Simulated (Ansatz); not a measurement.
## How far each method lies from RCCSDT(Q) for Cl–BH–Cl, singlet

Geometry: a PBE0/def2-TZVP stationary point for this spin, not checked as a minimum.

```xyz
4

B     0.0000   -0.7204    0.0000
Cl    0.0000    0.1369   -1.5074
Cl    0.0000    0.1369    1.5074
H     0.0000   -1.9071    0.0000
```

Basis cc-pVTZ; Ansatz 0.2.0. Only valence electrons are correlated (noble-gas cores frozen), which leaves 18 electrons in 101 orbitals. R marks a restricted (for open shells ROHF) determinant. Active spaces: valence = (18e, 13o) chosen from the atoms' valence shells.

Full CI isn't at hand for all of this; RCCSDT(Q) serves as the reference, and is uncertain by about the last step of the cluster series.

```
UHF ⟨S²⟩                          : 0.000
T1 diagnostic (RCCSD)             : 0.0117
largest doubles amplitude (RCCSD) : 0.031
```

| level | E − E(RCCSDT(Q)) (meV) | share of correlation (%) | wall time |
| --- | --- | --- | --- |
| RHF | 14594 | 0.00 | – |
| RMP2 | 1653 | 88.67 | – |
| RCCSD | 651 | 95.54 | – |
| RCCSD(T) | 55 | 99.62 | 3.4 s |
| BCCD(T) | 51 | 99.65 | 54 s (H100) |
| RCCSDT | 27 | 99.81 | – |
| CASSCF (valence space) | 12680 | 13.11 | – |
| NEVPT2 (valence space) | 2718 | 81.38 | 21 s (H100) |

The correlation energy at RCCSDT(Q), counted from RHF, is -14.594 eV. That run took 45 s on 2 threads of AMD EPYC 7R13 with a shared H100 80 GB, shared host.

Times hold each run's SCF and search for its determinant on a shared host, so for small cases they say little of a method's own cost; rows without a card ran on 1 thread of AMD EPYC 7R13.

Natural occupations of CASSCF (valence space) about the gap: 1.990 1.987 1.983 1.978 1.977 0.027 0.024 0.021 0.019; effectively unpaired electrons, Σ n²(2−n)², 0.01.

Atomization energy (electronic, same basis, no zero-point term; atoms at the same level, unrestricted beside the R rows where the molecule is a closed shell, with restricted open-shell steps beyond CCSDT(Q)) at RCCSDT(Q): 1268.3 kJ/mol. Errors of other levels:

| level | error (kJ/mol) |
| --- | --- |
| RHF | -250.8 |
| RMP2 | 52.7 |
| RCCSD | -25.1 |
| RCCSD(T) | -0.1 |
| BCCD(T) | 0.5 |
| RCCSDT | -1.8 |
| CASSCF (valence space) | -116.7 |
| NEVPT2 (valence space) | 11.1 |

This basis is far from its limit, so the value isn't to be set against a measured one.
